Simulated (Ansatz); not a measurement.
**A relaxation, step by step**

CH4NS, doublet, PBE0-D4/def2-TZVP (Ansatz 0.2.0). Settings:

```yaml
hamiltonian: {xc: pbe0, dispersion: d4}
relax: {f_tol: 0.005, max_steps: 200}
```

Start, a step off a saddle point along its unstable mode:

```
atom    x (Å)    y (Å)    z (Å)
  C1   0.1236  -0.5713  -0.1148
  N2  -0.0007  -0.4024   1.2559
  S3  -1.1373   0.6596  -0.8732
  H4  -0.2618  -1.5540  -0.4398
  H5   1.0854  -0.3280  -0.5859
  H6   0.6025   0.3732   1.5360
  H7  -0.4118   1.8229  -0.7782
```

| step | energy less the last (meV) | largest force component (eV/Å) |
| --- | --- | --- |
| 1 | 89.6 | 0.884 |
| 2 | 40.4 | 0.833 |
| 3 | 15.4 | 0.477 |
| 4 | 2.7 | 0.096 |
| 5 | 1.3 | 0.053 |
| 6 | 0.5 | 0.063 |
| 7 | 0.1 | 0.026 |
| 8 (rejected trial) | 0.4 | 0.069 |
| 9 | 0.0 | 0.003 |
| 10 | 0.0 | 0.003 |

Step 4, positions (Å) and forces (eV/Å):

| atom | x | y | z | Fx | Fy | Fz |
| --- | --- | --- | --- | --- | --- | --- |
| C1 | 0.093 | -0.541 | -0.145 | 0.001 | 0.087 | -0.050 |
| N2 | 0.042 | -0.411 | 1.265 | 0.074 | -0.002 | 0.070 |
| S3 | -1.116 | 0.637 | -0.863 | -0.096 | -0.048 | -0.040 |
| H4 | -0.261 | -1.521 | -0.461 | -0.046 | -0.052 | 0.006 |
| H5 | 1.064 | -0.347 | -0.610 | 0.057 | -0.001 | 0.051 |
| H6 | 0.544 | 0.448 | 1.517 | -0.039 | -0.046 | -0.045 |
| H7 | -0.366 | 1.736 | -0.704 | 0.049 | 0.063 | 0.007 |

Step 6, positions (Å) and forces (eV/Å):

```
atom       x       y       z      Fx      Fy      Fz
  C1   0.090  -0.540  -0.145   0.002  -0.038  -0.012
  N2   0.076  -0.436   1.270   0.027   0.007   0.016
  S3  -1.122   0.643  -0.843   0.009   0.063  -0.029
  H4  -0.267  -1.522  -0.465   0.019   0.038   0.002
  H5   1.066  -0.345  -0.604  -0.019  -0.020   0.003
  H6   0.508   0.463   1.506  -0.001  -0.007   0.029
  H7  -0.351   1.738  -0.719  -0.036  -0.043  -0.008
```

Step 9, positions (Å) and forces (eV/Å):

```tsv
atom	x	y	z	Fx	Fy	Fz
C1	0.089	-0.538	-0.144	-0.001	-0.001	-0.001
N2	0.085	-0.442	1.272	0.002	0.000	0.003
S3	-1.122	0.645	-0.849	0.000	0.001	0.000
H4	-0.268	-1.519	-0.464	0.000	0.000	-0.002
H5	1.065	-0.348	-0.604	0.000	0.000	0.000
H6	0.505	0.461	1.514	-0.001	0.001	0.002
H7	-0.354	1.740	-0.725	0.000	-0.001	-0.002
```

Last step (10):

| atom | x (Å) | y (Å) | z (Å) |
| --- | --- | --- | --- |
| C1 | 0.0886 | -0.5380 | -0.1432 |
| N2 | 0.0885 | -0.4443 | 1.2731 |
| S3 | -1.1228 | 0.6455 | -0.8460 |
| H4 | -0.2684 | -1.5179 | -0.4651 |
| H5 | 1.0639 | -0.3461 | -0.6042 |
| H6 | 0.5027 | 0.4610 | 1.5156 |
| H7 | -0.3525 | 1.7398 | -0.7301 |

The run took about 26 s on 2 CPU threads of an Arm Neoverse V2 (shared host).
